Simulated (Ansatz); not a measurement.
This was printed by a script on the Ansatz DFT code, driven from Python, for a ladder of methods at one geometry of C₃H₆O₂, SMILES C=COCO. What did the script look like? Level of theory (for the species named): LC-wPBE, def2-SVP basis, multiplicity 1. The script varies functional: lc_wpbe, pbe, r2scan0, blyp, pbe0, r2scan.

```xyz
11

C    -0.6249   -0.0077    1.6708
C    -0.3371   -0.9393    0.8060
O     0.1958   -0.8402   -0.4477
C     0.5836    0.4718   -0.9284
O     1.0900    0.3461   -2.2333
H    -1.1137   -0.2006    2.6177
H    -0.5042    1.0927    1.4548
H    -0.4470   -1.9669    1.0411
H    -0.4013    1.0756   -0.9649
H     1.2365    0.9686   -0.2551
H     0.3877   -0.0571   -2.7403
```

```console
$ python run_methods.py
calc: functional    E (Ha)        dipole (D)   HOMO (eV)  LUMO (eV)
calc: lc_wpbe       -267.961059     1.500      -9.625      3.495
calc: pbe           -267.807722     1.245      -5.578      0.064
calc: r2scan0       -267.936285     1.490      -7.122      1.185
calc: blyp          -268.034132     1.213      -5.401      0.225
calc: pbe0          -267.821323     1.430      -6.916      1.078
calc: r2scan        -267.971715     1.344      -5.889      0.243
```

The script that was run (others could print the same):

Script `run_methods.py`:
```python
"""One geometry of C3H6O2, method by method."""

from pathlib import Path
import logging
import sys

import ansatz as az
import numpy as np

logging.basicConfig(stream=sys.stdout, format="%(name)s: %(message)s")
log = logging.getLogger("calc")
log.setLevel(logging.INFO)

system = (
    az.Crystal.molecule()
    .atom("C", (-0.6249, -0.0077, 1.6708))
    .atom("C", (-0.3371, -0.9393, 0.806))
    .atom("O", (0.1958, -0.8402, -0.4477))
    .atom("C", (0.5836, 0.4718, -0.9284))
    .atom("O", (1.09, 0.3461, -2.2333))
    .atom("H", (-1.1137, -0.2006, 2.6177))
    .atom("H", (-0.5042, 1.0927, 1.4548))
    .atom("H", (-0.447, -1.9669, 1.0411))
    .atom("H", (-0.4013, 1.0756, -0.9649))
    .atom("H", (1.2365, 0.9686, -0.2551))
    .atom("H", (0.3877, -0.0571, -2.7403))
)

job = system.calculation().basis(gaussian="def2-SVP")

log.info("functional    E (Ha)        dipole (D)   HOMO (eV)  LUMO (eV)")
for name in ["lc_wpbe", "pbe", "r2scan0", "blyp", "pbe0", "r2scan"]:
    r = job.functional(name).forces().orbitals().run(runs_dir="runs").report
    lines = Path(r["orbitals_path"]).read_text().splitlines()
    field_of = lambda key: [line.split("=")[1].strip() for line in lines if line.startswith(key)]
    orbitals = [(27.211386 * float(e), s, float(n)) for e, s, n in zip(field_of("Ene="), field_of("Spin="), field_of("Occup="))]
    homo = max(e for e, _, n in orbitals if n > 0.5)
    lumo = min(e for e, _, n in orbitals if n < 0.5)
    dipole = 4.803205 * np.linalg.norm(r["charge_distribution"]["dipole_moment_e_ang"])
    log.info(f"{name:10s} {r['free_energy_ev'] / 27.211386246:14.6f} {dipole:9.3f} {homo:11.3f} {lumo:10.3f}")
```

Notes:
- Total energies depend on the basis set; only differences at equal settings carry meaning.
- The geometry is a force-field or estimated start, not a minimum of this method, and the basis set is short of its limit. A lower total doesn't mark the better method: functionals have no common bound, and MP2 and coupled cluster aren't variational.
- Levels such as HOMO and LUMO are orbital energies: with these approximate functionals they aren't the ionisation energy and electron affinity, and their gap isn't the fundamental gap.
- It ran for 26 s on 1 thread of Arm Neoverse V1 (shared host), peak memory 0.28 GiB.
